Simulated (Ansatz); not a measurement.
Cost and result up the ladder for BN₂ (3 atoms). Charge 0, multiplicity 2. Geometry: r2SCAN-D4/def2-TZVP.

```xyz
3

B     0.092   -0.152    0.820
N    -0.113    0.710   -0.285
N     0.022   -0.558   -0.535
```

Ansatz on 4 threads of Arm Neoverse V2 on a shared host. Times are rough, and most runs start from the orbitals of an earlier one. PBE0-D4/def2-TZVPD serves as the yardstick here, not as an exact answer. Differences are given only for rows in sets of like size (and for xTB, whose basis is part of the method), since another set adds its own error. Binding counts from free atoms at the same level (B doublet, N quartet; other spins of the atoms weren't run), without zero-point energy or a counterpoise term.

B3LYP takes the VWN-RPA correlation. Correlated methods freeze 3 core orbitals. The structure comes from a short search, and lower isomers may exist.

Correlated methods converge slowly with the basis.

```tsv
level	functions	binding energy per atom (eV)	difference from PBE0-D4/def2-TZVPD (eV)
BLYP-D4/def2-TZVP	93	3.63	0.12
LDA (SPW92)/def2-TZVP	93	4.35	0.84
HF/6-31G	27	0.54	–
PBE-D4/def2-SVP	42	3.88	–
r2SCAN-D4/def2-TZVPD	111	3.44	-0.07
CCSD(T)/def2-TZVPD	111	3.14	-0.38
PBE0-D4/def2-TZVPD	111	3.51	0.00
PBE-D4/def2-TZVPD	111	3.82	0.31
revPBE-D4/def2-TZVP	93	3.63	0.12
PBE-QIDH/def2-TZVP	93	3.34	-0.18
MP2/def2-TZVP	93	3.38	-0.13
B3LYP-D4/6-31G	27	2.76	–
PBE0-D4/def2-TZVP	93	3.51	0.00
r2SCAN-D4/def2-TZVP	93	3.44	-0.07
```

Problem. Estimate how long each takes.

Solution. HF/6-31G 0.1 s; B3LYP-D4/6-31G 0.25 s; LDA (SPW92)/def2-TZVP 0.3 s; PBE-D4/def2-SVP 0.3 s; MP2/def2-TZVP 0.3 s; revPBE-D4/def2-TZVP 0.5 s; BLYP-D4/def2-TZVP 0.55 s; PBE-D4/def2-TZVPD 0.6 s; PBE0-D4/def2-TZVPD 0.7 s; PBE-QIDH/def2-TZVP 0.95 s; r2SCAN-D4/def2-TZVP 1.1 s; PBE0-D4/def2-TZVP 1.1 s; r2SCAN-D4/def2-TZVPD 1.3 s; CCSD(T)/def2-TZVPD 2.9 s. On shared hardware such times vary by a factor of up to 3.
